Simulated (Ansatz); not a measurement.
in.yaml

```yaml
crystal:
  periodic: [false, false, false]
  atoms:
    - {symbol: B, position_ang: [0.000000, 0.000000, 3.402934]}
    - {symbol: C, position_ang: [0.000000, 0.000000, -1.166066]}
    - {symbol: H, position_ang: [0.000000, 0.000000, -2.236868]}
basis:
  gaussian: {orbitals: def2-mTZVP}
magnetization: {spin_polarized: false, initial_magnetization: 2}
hamiltonian: {pseudopotentials: {relativity: scalar}}
correlation: {method: ccsd, electrons: outside_noble_gas, diis_vectors: 2}
```

```sh
$ ansatz run in.yaml --threads 1 --pin off --events-out ev --progress --plain --max-ram 2393MiB
```

The program prints:

```
383 factors; integrals over basis functions are off by at most 1.3e-3 eV
mean field evaluation 1: about -1703.7736 eV, gradient 1.8e1 eV
mean field evaluation 2: about -1703.7747 eV, gradient 1.8e1 eV
mean field evaluation 4: about -1696.3377 eV, gradient 3.5e1 eV
mean field evaluation 8: about -1705.5628 eV, gradient 8.4e-2 eV
mean field evaluation 16: about -1709.4621 eV, gradient 8.6e-2 eV
mean field evaluation 32: about -1709.5033 eV, gradient 2.1e-6 eV
mean field evaluation 64: about -1705.5204 eV, gradient 2.1e-1 eV
mean field evaluation 96: about -1705.5236 eV, gradient 9.2e-2 eV
mean field evaluation 128: about -1705.5448 eV, gradient 6.0e-1 eV
mean field evaluation 160: about -1709.4998 eV, gradient 2.8e-3 eV
...
mean field evaluation 1344: about -1709.7339 eV, gradient 1.6e-4 eV
mean field evaluation 1376: about -1709.9195 eV, gradient 3.1e-2 eV
mean field evaluation 1408: about -1709.9230 eV, gradient 1.6e-1 eV
mean field evaluation 1440: about -1709.6630 eV, gradient 2.8e-1 eV
mean field evaluation 1472: about -1709.7314 eV, gradient 2.7e-1 eV
mean field evaluation 1504: about -1707.6095 eV, gradient 1.1e0 eV
mean field evaluation 1536: about -1709.9033 eV, gradient 1.2e-1 eV
mean field evaluation 1568: about -1709.5033 eV, gradient 7.4e-10 eV
mean field evaluation 1600: about -1705.5049 eV, gradient 7.3e-1 eV
determinant -1709.50331173 eV, -62.8230879632 hartree, with singles and doubles -1713.93586578 eV, -62.9859813200 hartree
determinant -1709.49981513 eV, -62.8229594653 hartree, with singles and doubles -1713.93245039 eV, -62.9858558067 hartree
determinant -1709.45467709 eV, -62.8213006730 hartree, with singles and doubles -1713.89583434 eV, -62.9845101917 hartree
determinant -1706.04157543 eV, -62.6958715007 hartree, with singles and doubles -1710.54883133 eV, -62.8615100996 hartree
determinant -1706.03368899 eV, -62.6955816791 hartree, with singles and doubles -1710.54480144 eV, -62.8613620039 hartree
determinant -1706.03165172 eV, -62.6955068108 hartree, with singles and doubles -1710.54575717 eV, -62.8613971263 hartree
determinant -1705.56205287 eV, -62.6782493715 hartree, with singles and doubles -1711.55885181 eV, -62.8986276676 hartree
determinant -1709.50331173 eV, -62.8230879632 hartree, with singles and doubles -1713.89238053 eV, -62.9843832665 hartree
determinant -1709.49981513 eV, -62.8229594653 hartree, with singles and doubles -1713.88901070 eV, -62.9842594276 hartree
determinant -1709.45467709 eV, -62.8213006730 hartree, with singles and doubles -1713.85163637 eV, -62.9828859464 hartree
determinant -1706.04157543 eV, -62.6958715007 hartree, with singles and doubles -1710.49742217 eV, -62.8596208480 hartree
determinant -1706.03368899 eV, -62.6955816791 hartree, with singles and doubles -1710.49600267 eV, -62.8595686823 hartree
determinant -1706.03165172 eV, -62.6955068108 hartree, with singles and doubles -1710.49497416 eV, -62.8595308853 hartree
determinant -1709.50331173 eV, -62.8230879632 hartree, with singles and doubles -1713.89282692 eV, -62.9843996709 hartree
determinant -1709.49981513 eV, -62.8229594653 hartree, with singles and doubles -1713.88956625 eV, -62.9842798438 hartree
determinant -1709.45467709 eV, -62.8213006730 hartree, with singles and doubles -1713.85225708 eV, -62.9829087569 hartree
determinant -1705.56205287 eV, -62.6782493715 hartree, with singles and doubles -1713.39932059 eV, -62.9662636480 hartree
unrestricted determinant -1709.91988849 eV, -62.8383968766 hartree, S^2 3.0063
2 core orbitals not correlated: weight in the atoms' cores, before any rotation towards them, 1.000 or more for the frozen orbitals, at most 0.000 for the correlated occupied ones
reference -1709.50331173 eV, -62.8230879632 hartree; 5, 3 occupied and 34, 36 virtual orbitals, 383 factors
second order -3.13491062 eV of doubles, -0.10546796 eV of singles
cycle   1  -4.38951089 eV  change    4.3e-6 eV  update   2.2e-6
Total energy: -1713.89282262 eV, -62.9843995131 hartree
Relativity: scalar
```

Ran on 1 thread of Arm Neoverse V2, shared host: 4.9 s wall, 0.11 GiB peak host memory.
